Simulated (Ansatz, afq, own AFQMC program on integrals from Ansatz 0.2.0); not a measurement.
## NHO, triplet in cc-pVDZ along one coordinate

```xyz
3

N     0.0000   -0.0590    0.7269
O     0.0000    0.1003   -0.5734
H     0.0000   -0.7728   -0.9996
```

The N1–O2 distance is changed with both sides rigid. Energies in kcal/mol count from this geometry (1.310 Å) at the same level; the start stands on UHF, each point on the determinant named.

Basis cc-pVDZ. Noble-gas cores (and the filled d shells of Ga–Kr and In–Xe) are frozen. Ansatz 0.2.0 and our own AFQMC program on the same integrals; the CISD trial comes from CCSD amplitudes, and released means the phaseless constraint is let go. ± is one standard error of the sampling.

Cautions, each for one point or more: CCSDT(Q) on the ROHF determinant differs, by its state or its frozen core; a spin-contaminated unrestricted determinant lies lower; higher spins were not checked; lower spins were not checked; strong correlation; unrestricted determinant spin contaminated; walk and cluster series may follow different spin states.

| r(N1–O2) / Å | det. | T1 | weight | ⟨S²⟩ | CCSD(T) | ph-AFQMC/CISD | released AFQMC | CCSDT(Q) | CCSD | B3LYP |
| --- | --- | --- | --- | --- | --- | --- | --- | --- | --- | --- |
| 1.159 | UHF | 0.017 | 0.91 | 2.02 | 21.9 | 21.4 ± 0.4 | 22.6 ± 0.6 | 22.2 | 21.4 | 19.6 |
| 1.450 | UHF | 0.027 | 0.89 | 2.02 | 4.2 | 4.1 ± 0.5 | 3.8 ± 0.7* | 3.8 | 4.8 | 5.7 |
| 1.800 | ROHF | 0.041 | 0.84 | pure | 36.0 | 34.6 ± 0.8 | 34.3 ± 1.4* | 34.6 | 39.2 | 44.0 |
| 2.460 | UHF¶ | 0.011 | 0.92 | 2.98 | 58.6 | 57.5 ± 0.4 | 58.0 ± 0.7* | 57.9 | 55.9 | 74.5§ |
| 3.571 | UHF†¶ | 0.005 | 0.93 | 3.01 | 59.9 | 59.4 ± 0.4 | 60.2 ± 0.6* | 60.4 | 56.8 | – |

Weight is that of the determinant in the CISD state; at the start T1 is 0.022 and the weight 0.90, and ⟨S²⟩ is 2.02. ¶ marks points with a poor determinant and no full CI, where no value is sure; they don't count among the departures. An asterisk marks released energies that aren't shown to be converged. A dagger marks points whose determinant fills other symmetries than the start's, so the wave-function levels may follow another state there, or a degenerate partner. A dash marks a missing value, a released energy that hasn't settled or a functional that sits on another state. § marks a functional whose ⟨S²⟩ is too high by over 0.1. Largest departures from CCSDT(Q), at the points where its series has closed: CCSD(T) 1.4 kcal/mol at 1.800 (on ROHF), ph-AFQMC/CISD -0.7 kcal/mol at 1.159 (on UHF), CCSD 4.6 kcal/mol at 1.800 (on ROHF), B3LYP 9.4 kcal/mol at 1.800. Functionals count only at points shown to share the start's state and spin. In this small basis the wave-function levels are far from their limit, so their gap to the functionals isn't the functionals' error. In total energy ph-AFQMC/CISD lies 29 ± 11 meV above CCSDT(Q) at the start, so its agreement along the curve rests in part on cancellation.

Some points may be missing: those where a free walk finds a much lower state, and past Zn most of those on another determinant than at the start.

CCSDT and higher add their correlation energy to the determinant of the CCSD(T) run, since their own runs factorise the integrals more tightly (a shift of under 2 meV). A walk keeps the symmetry of its determinant, which the program's search chose and which needn't be the lowest solution, so a lower state of the same spin and another symmetry isn't excluded.
